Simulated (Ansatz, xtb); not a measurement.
# A geometry optimisation of AlH3NO− with r2SCAN-D4/def2-SVPD

The starting geometry of this gas-phase singlet has its atoms placed at random.

```yaml
atoms:
  - { symbol: Al, position_ang: [0.0907, -0.0345, 0.4242] }
  - { symbol: N, position_ang: [-0.4578, -0.9013, -1.1076] }
  - { symbol: O, position_ang: [-0.1619, -1.8243, 0.6753] }
  - { symbol: H, position_ang: [0.4343, 0.2427, 1.6814] }
  - { symbol: H, position_ang: [-0.8778, 1.4745, 0.8536] }
  - { symbol: H, position_ang: [0.1793, -1.1461, -1.7871] }
```

Question: One run relaxed it with r2SCAN-D4/def2-SVPD. What is a likely outcome?

Answer: It ends as a structure given below by its coordinates. Distances that change by over a tenth: Al1–H4 (1.33 → 1.63 Å), Al1–H5 (1.84 → 1.62 Å). Contacts that close: N2–O3 (2.03 → 1.56 Å).

The energy falls by 3.47 eV over 11 steps:

```
step  E − E(last) (eV)
   1             3.473
   2             1.754
   3             0.730
   4             0.413
   5             0.192
   7             0.011
   8             0.001
   9             0.000
  10             0.000
  11             0.000
```

Final geometry (Å):

```csv
atom,x (Å),y (Å),z (Å)
Al,-0.2199,0.0632,0.5763
N,-0.2861,-0.8298,-1.0707
O,-0.7947,-1.5873,0.1910
H,1.1723,0.2170,1.4068
H,-1.2693,1.2598,0.8945
H,0.6046,-1.3119,-1.2582
```

From the same start GFN2-xTB reaches the same bonding as this run.

From so rough a start the end depends on the optimiser's path, so another program may land elsewhere. No frequencies were run, so the end isn't proven a minimum. Run with Ansatz 0.2.0, 14 s on 1 thread of Intel(R) Xeon(R) 6975P-C (Granite Rapids) (shared host).
